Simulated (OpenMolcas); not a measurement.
**OH− (hydroxide): levels of theory compared**

We compute a comparison of 6 runs (B2PLYP/6-31G, PBE/6-31G, PBE0/6-31G, r2SCAN/6-31G, ACPF/6-31G, CISD/6-31G) of OH− (hydroxide). 

The results are computed with OpenMolcas 26.06.

4 further runs of the same task are left out: 4 set aside as unsound or not needed.

## 1. The structure to begin with

The species is OH− (2 atoms), meant as a singlet with charge -1. As SMILES, `[OH-]`. The O1–H2 distance was set to 1.445 Å, away from the relaxed value.

Bond lengths: O1–H2 1.445 Å.

## 2. A single-point energy at B2PLYP/6-31G (run 1)

File job.input:

```
* HO Kohn-Sham DFT

&gateway
 baslib = $CurrDir
 coord
 2
 angstrom
 O        0.823580      -0.263594       0.424990
 H       -0.411800       0.131800      -0.212500
 basis = 6-31G
 group = NoSym

&seward
 gridinput
 Grid=UltraFine
 End of Grid

&scf
 charge = -1
 ksdft = B2PLYP_SCF
 thresholds = 1e-10 1e-07 1e-07 1e-05
 prorbitals = 1 1

&mbpt2
 frozen = 1
```

The basis set 6-31G is read from a file made from the Basis Set Exchange's data (not shown).

On the command line:

```sh
$ export MOLCAS_MEM=1860
$ pymolcas job.input > job.log
```

What it wrote:

```text
--- Start Module: gateway ---
[...]
--- Stop Module: gateway /rc=_RC_ALL_IS_WELL_ ---
[...]
      Basis functions           11
[...]
--- Start Module: scf ---
[...]
       Convergence after  13 Iterations
[...]
::    Total KS-DFT energy                             -75.5180250959
[...]
      Total spin, S                                     0.0000000000
[...]
      Total electronic charge=   10.000000
      Total            charge=   -1.000000
[...]
      Dipole Moment (debye):
      Origin of the operator (angstrom)=    0.7504   -0.2402    0.3872
                   X=  5.5640E-01               Y= -1.7808E-01               Z=  2.8712E-01           Total=  6.5094E-01
      Center of Charge (angstrom)
[...]
--- Stop Module: scf /rc=_RC_ALL_IS_WELL_ ---
[...]
--- Start Module: mbpt2 ---
[...]
 ###    WARNING: MP2 implementation intended for RHF references only         ###
 ###############################################################################
MBPT2 WARNING: Reference function according to RunFile:KS-DFT
I'll assume you know what you're doing and continue
WARNING!
Default frozen orbitals as non valence orbitals is overwritten by user input.
Default values:   1
[...]
       Reference weight ( Cref**2 )         =        0.91365
::    Total MBPT2 energy                              -75.6912529088
[...]
      Total MBPT2 calculations                           0.03      0.04
--- Stop Module: mbpt2 /rc=_RC_ALL_IS_WELL_ ---
[...]
```

Run time: 3 s. Hardware: 1 thread of Arm Neoverse V1, shared host; peak memory 0.37 GiB.

## 3. The energy at PBE/6-31G (run 2)

File job.inp:

```
>>> EXPORT MOLCAS_PRINT=2

&GATEWAY
 BASLIB=$CurrDir
 COORD
 2
 angstrom
 O        0.823580      -0.263594       0.424990
 H       -0.411800       0.131800      -0.212500
 BASIS=6-31G
 GROUP=NoSym

&SEWARD
 GRIDINPUT
 Grid=UltraFine
 End of Grid

&SCF
 CHARGE=-1
 KSDFT=PBE
 THRESHOLDS=1e-10 1e-07 1e-07 1e-05
 PRORBITALS=1 1
```

The basis set 6-31G is read from a file made from the Basis Set Exchange's data (not shown).

On the command line:

```sh
$ export MOLCAS_MEM=1860
$ pymolcas job.inp > job.log
```

What it wrote:

```text
--- Start Module: gateway ---
[...]
--- Stop Module: gateway /rc=_RC_ALL_IS_WELL_ ---
--- Start Module: seward ---
[...]
      Basis functions           11
--- Stop Module: seward /rc=_RC_ALL_IS_WELL_ ---
--- Start Module: scf ---
[...]
       Convergence after  17 Iterations
[...]
::    Total KS-DFT energy                             -75.5718487818
[...]
      Total spin, S                                     0.0000000000
[...]
      Total electronic charge=   10.000000
      Total            charge=   -1.000000
[...]
      Dipole Moment (debye):
      Origin of the operator (angstrom)=    0.7504   -0.2402    0.3872
                   X=  3.7294E-01               Y= -1.1936E-01               Z=  1.9245E-01           Total=  4.3631E-01
      Center of Charge (angstrom)
[...]
--- Stop Module: scf /rc=_RC_ALL_IS_WELL_ ---
[...]
```

Wall time 3.3 s (1 thread of Arm Neoverse V1, shared host); peak memory 0.37 GiB.

Runs 3 to 5 aren't shown in full; the table further down has their settings and results.

## 4. The energy at CISD/6-31G (run 6)

File job.inp:

```
* HO CISD
&gateway
baslib=$CurrDir
coord
2
angstrom
O        0.823580      -0.263594       0.424990
H       -0.411800       0.131800      -0.212500
basis=6-31G
group=NoSym
&seward
&scf
charge=-1
thresholds=1e-10 1e-07 1e-07 1e-05
prorbitals=1 1
&motra
frozen=1
&guga
electrons=8
spin=1
inactive=4
active=0
ciall=1
&cpf
sdci
```

The basis set 6-31G is read from a file made from the Basis Set Exchange's data (not shown).

On the command line:

```sh
$ export MOLCAS_MEM=1860
$ pymolcas job.inp > job.log
```

What it wrote:

```text
--- Start Module: gateway ---
[...]
--- Stop Module: gateway /rc=_RC_ALL_IS_WELL_ ---
[...]
      Basis functions           11
[...]
       Convergence after  13 Iterations
[...]
::    Total SCF energy                                -75.2495634514
[...]
      Total spin, S                                     0.0000000000
[...]
      *** WARNING: Default frozen orbitals is overwritten by user input.
      *** Default values:   1
[...]
--- Start Module: guga ---
[...]
--- Stop Module: guga /rc=_RC_ALL_IS_WELL_ ---
--- Start Module: cpf ---
[...]
      Active orbitals                            0       0
[...]
      Spin quantum number                      0.0
[...]
     FINAL CI ENERGY           -75.38884065
     FINAL CORRELATION ENERGY   -0.13927720  REFERENCE ENERGY     -75.24956345
[...]
     REL. CI ENERGY            -75.38884065
[...]
      Total electronic charge=   10.000000
      Total            charge=   -1.000000
[...]
      Dipole Moment (debye):
      Origin of the operator (angstrom)=    0.7504   -0.2402    0.3872
                   X=  2.7988E-01               Y= -8.9577E-02               Z=  1.4442E-01           Total=  3.2744E-01
      Quadrupole Moment (debye*angstrom):
[...]
--- Stop Module: cpf /rc=_RC_ALL_IS_WELL_ ---
[...]
```

Wall time 1.7 s (1 thread of Arm Neoverse V1, shared host); peak memory 0.37 GiB.

## 5. All runs side by side

```
run         level  frozen core orbitals  integration grid  energy (Eh)  HOMO energy (eV)  LUMO energy (eV)  HOMO–LUMO gap (eV)  wall time
  1  B2PLYP/6-31G                     1         UltraFine   -75.564797              0.83             10.03                9.19        3 s
  2     PBE/6-31G                     –         UltraFine   -75.571849              5.24              7.26                2.02      3.3 s
  3    PBE0/6-31G                     –         UltraFine   -75.568362              3.01              8.38                5.37      3.3 s
  4  r2SCAN/6-31G                     –         UltraFine   -75.613374              4.59              7.36                2.77      3.6 s
  5    ACPF/6-31G                     1                 –   -75.398177             -2.82             12.75               15.57      1.7 s
  6    CISD/6-31G                     1                 –   -75.388841             -2.82             12.75               15.57      1.7 s
```

## 6. Summary of results

| quantity | value |
| --- | --- |
| run 6: total energy | -75.38884 Eh |
| run 6: HOMO energy (Hartree–Fock orbitals) | -2.82 eV |
| run 6: LUMO energy (Hartree–Fock orbitals) | 12.75 eV |
| run 6: HOMO–LUMO gap (to an unbound level, set by the basis) | 15.57 eV |
| run 6: correlation energy (1 core orbital frozen) | -139.3 mEh |

What this shows: Over runs 1, 2, 3, 4 the HOMO–LUMO gap runs from 2.02 eV (PBE/6-31G) to 9.19 eV (B2PLYP/6-31G). The empty levels of an anion lie above zero and hang on the basis. A double hybrid's value is that of its SCF part. For B2PLYP the log adds the whole second-order term; the table takes 0.27 of it, as the functional is defined. Totals of different functionals can't be ranked against each other. In runs 1, 2, 3, 4 the HOMO lies above zero, so the outermost electron may be held by the basis alone. All runs together took 17 s, the longest 3.6 s.
